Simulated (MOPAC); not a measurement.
MOPAC input (PM6):

```
PM6 PRECISE GNORM=0.05 LET XYZ GEO-OK AUX(PRECISION=9) THREADS=1
FLi

Li   -0.00000000 1   -0.00000000 1   -1.17116215 1
F     0.00000000 1    0.00000000 1    0.39038738 1
```

What heat of formation does the run end on?

-85.96 kcal/mol.
